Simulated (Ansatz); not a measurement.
Consider the isomerisation: `C=C(F)C(C)O` → `C=COC(C)F`.

Program: Ansatz. Geometries: PBE0-D4/def2-TZVP. ΔE: electronic, gas phase. CCSD(T)/CBS adds triple-zeta CCSD(T) − MP2 to the extrapolated MP2 energy (def2 sets, frozen cores). Functionals use def2-TZVPP. One conformer a species, not always the lowest.

```
             level  ΔE (kJ/mol)
            PBE-D4         -1.5
           ωB97M-V         -0.9
               PBE         -2.6
            r2SCAN         -4.0
              PBE0         -1.0
SCS-MP2/def2-TZVPP         -0.8
     HF/def2-QZVPP        -10.1
    MP2/def2-QZVPP          2.4
```

Problem. What does CCSD(T)/CBS give? (An estimate is asked.)

Solution. The calculation gave: +0.6 kJ/mol. The listed levels differ from it by -2.1, -1.5, -3.2, -4.6, -1.6, -1.4, -10.7, 1.8 kJ/mol.

Largest T1 diagnostic among the species: 0.012.

In def2-TZVPP, CCSD(T) changes the Hartree–Fock value by +9.3 kJ/mol (the triples alone add −0.0 kJ/mol) and MP2 by +11.6 kJ/mol.
